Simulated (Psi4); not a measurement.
# UB2PLYP/cc-pVDZ-DK (sfX2C, density fitting, density fitting for correlation, sweep point 1) run of CClF2 (chlorodifluoromethyl radical)

What is the vertical electron affinity of CClF2 (chlorodifluoromethyl radical) at UB2PLYP/cc-pVDZ-DK (sfX2C, density fitting, density fitting for correlation, sweep point 1)? The job is set up through a Python script.

Program for the calculation: Psi4 1.11.

### Step 1. Starting point

CClF2: 4 atoms, total charge 0, spin state doublet. SMILES: `F[C](F)Cl`. The coordinates come from a PBE0-D4/def2-TZVP relaxation.

Bond lengths: F1–C2 1.315 Å, C2–F3 1.315 Å, C2–Cl4 1.719 Å. Angles: F1–C2–F3 110.6°, F1–C2–Cl4 114.1°, F3–C2–Cl4 114.1°.

### Step 2. A single-point energy at UB2PLYP/cc-pVDZ-DK (sfX2C, density fitting, density fitting for correlation, sweep point 1)

The input, run.py:

```python
import psi4

psi4.set_memory('1600 MB')
psi4.set_num_threads(1)
psi4.core.set_output_file('psi4.out', False)

m = psi4.geometry("""
0 2
F      0.04951082     0.31993063     2.44643944
C     -0.43577084    -0.35942591     0.10658055
F      1.08281307    -2.19340511    -0.60206674
Cl    -0.59148428     2.11876093    -1.98931469
units bohr
symmetry c1
""")

options = {'basis': 'cc-pVDZ-DK', 'reference': 'uks', 'puream': True, 'scf_type': 'df', 'dft_radial_points': 99, 'dft_spherical_points': 590, 'num_frozen_docc': 8, 'maxiter': 150, 'relativistic': 'x2c'}
psi4.set_options(options)

e_tot, wfn = psi4.energy("b2plyp", molecule=m, return_wfn=True)
print(f'b2plyp energy: {e_tot:.10f} Eh')
for k, v in sorted(psi4.core.scalar_variables().items()):
    print(f'{k:45s} {v:18.10f}')
```

Command:

```bash
$ python run.py
```

psi4.out:

```text
[...]
  Running in c1 symmetry.
[...]
  Nuclear repulsion =  158.060087713314061
[...]
  Multiplicity = 2
[...]
  Nalpha       = 21
  Nbeta        = 20
[...]
    Number of basis functions: 60
[...]
    WARNING: The X2C and Dirac Hamiltonians have substatially different eigenvalues!
             This is probably caused by the recontraction of the basis set.
[...]
   @DF-UKS iter   1:  -698.96007453678897   -1.80552e-01   5.90392e-03 DIIS/ADIIS
[...]
   @DF-UKS iter   9:  -699.00805863576693   -5.64600e-08   7.33720e-07 DIIS
[...]
   @S^2 Observed:                7.540601767E-01
[...]
    Orbital Energies [Eh]
    ---------------------
    Alpha Occupied:
       1A   -103.318105     2A    -25.454494     3A    -25.454484
       4A    -10.865490     5A    -10.018686     6A     -7.596231
       7A     -7.588632     8A     -7.587626     9A     -1.494972
      10A     -1.430029    11A     -1.025877    12A     -0.802673
      13A     -0.693361    14A     -0.665527    15A     -0.657784
      16A     -0.575522    17A     -0.542179    18A     -0.529605
      19A     -0.435666    20A     -0.414311    21A     -0.321295
    Alpha Virtual:
      22A      0.104970    23A      0.216583    24A      0.242399
      25A      0.479661    26A      0.507433    27A      0.544747
[...]
  @DF-UKS Final Energy:  -699.00805863576693
   => Energetics <=
    Nuclear Repulsion Energy =            158.0600877133140614
    One-Electron Energy =               -1281.0193160278959112
    Two-Electron Energy =                 450.1137852795419008
    DFT Exchange-Correlation Energy =     -26.1626156007268555
    Empirical Dispersion Energy =           0.0000000000000000
    VV10 Nonlocal Energy =                  0.0000000000000000
    Total Energy =                       -699.0080586357669290
[...]
 Multipole Moments:
 ------------------------------------------------------------------------------------
     Multipole            Electronic (a.u.)      Nuclear  (a.u.)        Total (a.u.)
 ------------------------------------------------------------------------------------
 L = 1.  Multiply by 2.5417464519 to convert [e a0] to [Debye]
 Dipole X            :          0.2537684           -0.3555241           -0.1017557
 Dipole Y            :         -0.4510558            0.5054493            0.0543935
 Dipole Z            :          0.4578431           -0.5372316           -0.0793886
 Magnitude           :                                                    0.1400551
[...]
```

Standard output:

```text
b2plyp energy: -699.2089930656 Eh
B2PLYP DOUBLE-HYBRID CORRECTION ENERGY             -0.2009344298
B2PLYP TOTAL ENERGY                              -699.2089930656
CURRENT ENERGY                                   -699.2089930656
CURRENT REFERENCE ENERGY                         -699.0080586358
DD SOLVATION ENERGY                                 0.0000000000
DFT FUNCTIONAL TOTAL ENERGY                      -699.0080586358
DFT TOTAL ENERGY                                 -699.2089930656
DFT VV10 ENERGY                                     0.0000000000
DFT XC ENERGY                                     -26.1626156007
DOUBLE-HYBRID CORRECTION ENERGY                    -0.2009344298
GRID ELECTRONS ALPHA                               21.0000000414
GRID ELECTRONS BETA                                20.0000000413
GRID ELECTRONS TOTAL                               41.0000000827
NUCLEAR REPULSION ENERGY                          158.0600877133
ONE-ELECTRON ENERGY                             -1281.0193160279
PCM POLARIZATION ENERGY                             0.0000000000
PE ENERGY                                           0.0000000000
SCF ITERATION ENERGY                             -699.0080586358
SCF ITERATIONS                                      9.0000000000
SCF TOTAL ENERGY                                 -699.0080586358
TWO-ELECTRON ENERGY                               450.1137852795
XC GRID RADIAL POINTS                              99.0000000000
XC GRID SPHERICAL POINTS                          590.0000000000
XC GRID TOTAL POINTS                           219249.0000000000
```

Wall time 5.7 s (1 thread of Intel Xeon 6975P-C (Granite Rapids), shared host); peak memory 0.61 GiB.

### Step 3. The singlet anion at the same level

The input, calc.py:

```python
import psi4

psi4.set_memory('1600 MB')
psi4.set_num_threads(1)
psi4.set_output_file('output.dat', False)

m = psi4.geometry("""
-1 1
F      0.04951082     0.31993063     2.44643944
C     -0.43577084    -0.35942591     0.10658055
F      1.08281307    -2.19340511    -0.60206674
Cl    -0.59148428     2.11876093    -1.98931469
units au
symmetry c1
""")

psi4.set_options({
    'puream': True,
    'scf_type': 'df',
    'dft_radial_points': 99,
    'dft_spherical_points': 590,
    'num_frozen_docc': 8,
    'relativistic': 'x2c',
})

result, w = psi4.energy('b2plyp/cc-pVDZ-DK', return_wfn=True)
print(f'b2plyp/cc-pVDZ-DK energy: {result:.10f} Eh')
for k, v in sorted(psi4.core.scalar_variables().items()):
    print(f'{k:45s} {v:18.10f}')
```

Command:

```bash
$ python calc.py
```

output.dat:

```text
[...]
  Running in c1 symmetry.
[...]
  Nuclear repulsion =  158.060087713314061
[...]
  Multiplicity = 1
[...]
  Nalpha       = 21
  Nbeta        = 21
[...]
    Number of basis functions: 60
[...]
    WARNING: The X2C and Dirac Hamiltonians have substatially different eigenvalues!
             This is probably caused by the recontraction of the basis set.
[...]
   @DF-RKS iter   1:  -698.91143936399340   -1.31917e-01   6.68749e-03 ADIIS/DIIS
[...]
   @DF-RKS iter   8:  -698.97775744615387   -2.90868e-08   7.23903e-07 DIIS
[...]
    Orbital Energies [Eh]
    ---------------------
    Doubly Occupied:
       1A   -103.035526     2A    -25.147165     3A    -25.147158
       4A    -10.461753     5A     -9.736082     6A     -7.311790
       7A     -7.306734     8A     -7.306055     9A     -1.187750
      10A     -1.127265    11A     -0.733747    12A     -0.497588
      13A     -0.391691    14A     -0.362009    15A     -0.343758
      16A     -0.278655    17A     -0.253954    18A     -0.233076
      19A     -0.159264    20A     -0.149457    21A      0.076258
[...]
  @DF-RKS Final Energy:  -698.97775744615387
   => Energetics <=
    Nuclear Repulsion Energy =            158.0600877133140614
    One-Electron Energy =               -1293.0222001508093399
    Two-Electron Energy =                 462.3390733454151587
    DFT Exchange-Correlation Energy =     -26.3547183540736860
    Empirical Dispersion Energy =           0.0000000000000000
    VV10 Nonlocal Energy =                  0.0000000000000000
    Total Energy =                       -698.9777574461538734
[...]
 Multipole Moments:
 ------------------------------------------------------------------------------------
     Multipole            Electronic (a.u.)      Nuclear  (a.u.)        Total (a.u.)
 ------------------------------------------------------------------------------------
 L = 1.  Multiply by 2.5417464519 to convert [e a0] to [Debye]
 Dipole X            :          0.9713543           -0.3555241            0.6158302
 Dipole Y            :         -0.1825572            0.5054493            0.3228921
 Dipole Z            :          0.4797143           -0.5372316           -0.0575174
 Magnitude           :                                                    0.6977209
[...]
```

On the terminal:

```text
b2plyp/cc-pVDZ-DK energy: -699.1819739337 Eh
B2PLYP DOUBLE-HYBRID CORRECTION ENERGY             -0.2042164875
B2PLYP TOTAL ENERGY                              -699.1819739337
CURRENT ENERGY                                   -699.1819739337
CURRENT REFERENCE ENERGY                         -698.9777574462
DD SOLVATION ENERGY                                 0.0000000000
DFT FUNCTIONAL TOTAL ENERGY                      -698.9777574462
DFT TOTAL ENERGY                                 -699.1819739337
DFT VV10 ENERGY                                     0.0000000000
DFT XC ENERGY                                     -26.3547183541
DOUBLE-HYBRID CORRECTION ENERGY                    -0.2042164875
GRID ELECTRONS ALPHA                               21.0000000369
GRID ELECTRONS BETA                                21.0000000369
GRID ELECTRONS TOTAL                               42.0000000737
NUCLEAR REPULSION ENERGY                          158.0600877133
ONE-ELECTRON ENERGY                             -1293.0222001508
PCM POLARIZATION ENERGY                             0.0000000000
PE ENERGY                                           0.0000000000
SCF ITERATION ENERGY                             -698.9777574462
SCF ITERATIONS                                      8.0000000000
SCF TOTAL ENERGY                                 -698.9777574462
TWO-ELECTRON ENERGY                               462.3390733454
XC GRID RADIAL POINTS                              99.0000000000
XC GRID SPHERICAL POINTS                          590.0000000000
XC GRID TOTAL POINTS                           219249.0000000000
```

It took 4.2 s on 1 thread of Intel Xeon 6975P-C (Granite Rapids), shared host; peak memory 0.61 GiB.

### Step 4. Summary of results

Level: UB2PLYP/cc-pVDZ-DK (sfX2C, density fitting, density fitting for correlation, sweep point 1), 8 core orbitals frozen.

```
                                                               quantity          value
                                            doublet CClF2: total energy  -699.20899 Eh
doublet CClF2: HOMO energy (SCF part's orbitals) (highest over α and β)       -8.74 eV
 doublet CClF2: LUMO energy (SCF part's orbitals) (lowest over α and β)       -0.40 eV
                                                    doublet CClF2: ⟨S²⟩          0.754
                                            singlet anion: total energy  -699.18197 Eh
                       singlet anion: HOMO energy (SCF part's orbitals)        2.08 eV
                       singlet anion: LUMO energy (SCF part's orbitals)       10.82 eV
   singlet anion: HOMO–LUMO gap (to an unbound level, set by the basis)        8.75 eV
                      vertical electron affinity (to the singlet anion)      -0.735 eV
```

The anion lies 0.74 eV (17.0 kcal/mol) above the neutral: the electron isn't bound at this level, and such a value depends on the basis. Without diffuse functions anions come out too high. The HOMO (singlet anion) lies at positive energy, 2.08 eV; only total energies tell whether the electron is bound.
